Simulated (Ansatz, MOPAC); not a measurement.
Barrier height from O + ClH to the transition structure ClHO, without zero-point energy, on the benchmark's geometries as Psi4's copy of the set gives them.
Transition structure (charge 0, multiplicity 3):
```xyz
3

Cl     0.0188    -0.8173     0.0000
H     -0.4705     0.5695     0.0000
O      0.0188     1.6656     0.0000
```

Open shells are unrestricted; no spin–orbit coupling.

Frozen-core correlation. CBS: X⁻³ extrapolation of the correlation energy, Hartree–Fock from the larger set. The state that PM7 reach isn't checked; PM7 holds dispersion and hydrogen-bond terms.

Run with Ansatz (Gaussian orbitals); MOPAC for PM7 (differences of heats of formation). Values without a source in brackets are computed.

Predict the barrier height from SCS-MP2/cc-pVDZ.

83 kJ/mol

Predict the barrier height from CCSD(T)/CBS(aug-cc-pV(T+d)Z, aug-cc-pV(Q+d)Z).

44 kJ/mol

What barrier height does PM7 give?

29 kJ/mol

Ansatz is a first-principles code.
